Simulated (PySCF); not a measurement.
CH₃S, SMILES [S]C (connectivity only; charge and spin as stated), charge -1, multiplicity 1. Atoms are numbered in the order given.

```xyz
5

C      0.0000     0.0000    -1.1160
S      0.0000     0.0000     0.7044
H     -0.8824     0.5095    -1.5248
H      0.8824     0.5095    -1.5248
H      0.0000    -1.0189    -1.5248
```
Charge -1, spin multiplicity 1.

Geometry: PBE0-D3(BJ)/def2-TZVPD. The spin state was assumed, not searched. The isomer is the one that the SMILES or the coordinates give; other isomers of the formula were not compared.

Method: PBE0/def2-TZVPD in PySCF.

The molecule is in vacuum. A positive occupied level means that this level leaves the electron formally unbound; only the finite basis holds it.

Computed frontier levels, gap, dipole moment and polarisability:
```yaml
highest_occupied_level: 0.28 eV
lowest_empty_level: 4.33 eV
orbital_gap: 4.05 eV
dipole_moment_about_the_centre_of_nuclear_charge: 3.35 D
mean_static_polarisability: 61.4 bohr³ (9.09 Å³)
polarisability_principal_values: 58.9, 58.9, 66.3 bohr³
```
